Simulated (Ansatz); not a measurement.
Born–Oppenheimer molecular dynamics of BFH2O (5 atoms, charge 0, multiplicity 1). It starts at the highest image of a converged band. Of that band: Neighbouring images differ by up to 2.0 eV, so the band resolves the path poorly. A vibrational analysis at the climbing image gives one clearly imaginary mode, 1211i cm⁻¹: a first-order saddle point.

Method: Ansatz, RKS PBE-D4/def2-SVP.

| Quantity | Value |
| --- | --- |
| ensemble | NVE (velocity Verlet) |
| time step | 0.5 fs |
| steps asked | 200 |
| starting velocities drawn for | 100 K |
| seed | 10440 |

First frame:

```xyz
5
Properties=species:S:1:pos:R:3
B 0.136 0.053 -0.440
O 0.639 0.260 1.103
H 0.218 -0.380 1.738
H 1.369 -0.206 0.374
F -1.177 -0.008 -0.443
```

(1) How far do the bonds stretch over the last three quarters of this one trajectory? (Pairs bonded in most of those frames.)

Answers

(1) 
| bond | mean (Å) | spread (Å) | shortest | longest |
| --- | --- | --- | --- | --- |
| B1–O2 | 1.397 | 0.095 | 1.23 | 1.55 |
| B1–F5 | 1.408 | 0.147 | 1.17 | 1.65 |
| O2–H3 | 0.992 | 0.018 | 0.96 | 1.03 |

Mean temperature of the second half: 5506 K. The conserved energy stayed within 2.8 meV per atom of its start (net change 0.28 meV per atom), so the integration is sound. The system heated up, since it started high on the potential surface and ran downhill. A run of 0.1 ps of so small a system gives no equilibrium averages. The orbitals stay closed-shell, which can raise the energy where a bond breaks towards radicals; this wasn't checked here.

The run took 75 s on 1 thread of Intel(R) Xeon(R) Platinum 8559C (Emerald Rapids), with other jobs on the host, peak memory 0.11 GiB.
